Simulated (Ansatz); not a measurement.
in.yaml

```yaml
crystal:
  periodic: [false, false, false]
  atoms:
    - {symbol: B, position_ang: [0.000000, 0.000000, 0.000000]}
    - {symbol: F, position_ang: [0.000000, 0.000000, 1.117000]}
basis:
  gaussian: {orbitals: cc-pVDZ, point_charges: [{charge: 1.00, position_ang: [2.948, 0.530, 0.970]}]}
magnetization: {spin_polarized: false}
hamiltonian: {xc: hf}
output: {forces: true, orbitals: {seedname: orbitals}}
```

```sh
$ ansatz run in.yaml --threads 1 --pin off --events-out ev --progress --plain --max-ram 2393MiB
```

The program prints:

```
260 factors; integrals over basis functions are off by at most 5.0e-4 eV
mean field evaluation 1: about -3375.6198 eV, gradient 1.8e1 eV
mean field evaluation 2: about -3375.6219 eV, gradient 1.8e1 eV
mean field evaluation 4: about -3376.2352 eV, gradient 1.0e0 eV
mean field evaluation 8: about -3376.2395 eV, gradient 1.6e-4 eV
mean field -3376.23947776 eV, -124.0745123104 hartree, gradient 1.2e-5 eV, S^2 0.000000; 0 other end points of the search recorded, 0 dependent functions left out
the calculation of the forces begins
reference -3376.23947776 eV, -124.0745123104 hartree; 7, 7 occupied and 21, 21 virtual orbitals, 260 factors
Total energy: -3376.23947776 eV, -124.0745123104 hartree
Atom 0 at     0.000000     0.000000     0.000000 Å, force     0.405605     0.072921   -13.319698 eV/Å
Atom 1 at     0.000000     0.000000     1.117000 Å, force    -0.379127    -0.068161    13.472063 eV/Å
Dipole moment:    -0.243682    -0.043810     0.276716 e Å
```

Forces (eV/Å):
```
B     0.406   0.073 -13.320
F    -0.379  -0.068  13.472
```

Ran on 1 thread of Intel Xeon Platinum 8488C, shared host: 0.12 s wall, 0.08 GiB peak host memory.
